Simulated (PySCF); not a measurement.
ammonia cation (H₃N), SMILES N (connectivity only; charge and spin as stated), charge +1, multiplicity 2.

Geometry optimised at TPSSh-D3(BJ)/def2-TZVPD. The spin state was assumed, not searched.

Level of theory: PySCF with PBE0/def2-TZVPD.

Isolated molecule, no solvent.

Task: Estimate the frontier levels, dipole moment and polarisability. (An estimate is asked for; the answer gives what the named calculation found.)

Result: 
The α spin, highest occupied and lowest empty level comes out as -19.91 and -6.37 eV and the β spin, highest occupied and lowest empty level is -23.68 and -12.72 eV. The dipole moment about the centre of nuclear charge comes out as 0.00 D, the mean static polarisability comes out as 7.5 bohr³ (1.11 Å³) and the polarisability, principal values is 6.0, 8.2, 8.2 bohr³. The ⟨S²⟩ comes out as 0.754 (pure state 0.75).
